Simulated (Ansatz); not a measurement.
Total energies of SiH4 from Ansatz at PBE0-D4/def2-TZVP, gas phase (1 Eh = 27.2114 eV = 2625.5 kJ/mol). The reference geometry is relaxed at PBE0-D4/def2-TZVP.

```xyz
5

Si    0.000    0.000    0.000
H     0.625   -0.089    1.344
H     0.994   -0.383   -1.035
H    -0.455    1.392   -0.243
H    -1.163   -0.920   -0.067
```

| state | geometry | energy (Eh) |
| --- | --- | --- |
| charge 0 singlet | reference | -291.75728 |
| charge 1 doublet | reference | -291.29995 |
| free Si atom (triplet) | – | -289.24943 |
| free H atom (doublet) | – | -0.50104 |

**Question.** Work out the vertical ionisation energy to the doublet.

**Answer.** E(charge 1 doublet) − E(charge 0 singlet) = -291.29995 − (-291.75728) = 0.45733 Eh = 12.44 eV. For comparison, −ε of the highest occupied level is 9.86 eV at this level, 2.58 eV less.

**Question.** What is the binding energy per atom against free atoms?

**Answer.** Atoms: 1 × (-289.24943) + 4 × (-0.50104) = -291.25359 Eh. Binding: -291.25359 − (-291.75728) = 0.50369 Eh = 13.71 eV, or 2.74 eV for each of 5 atoms (no zero-point energy, no counterpoise term).
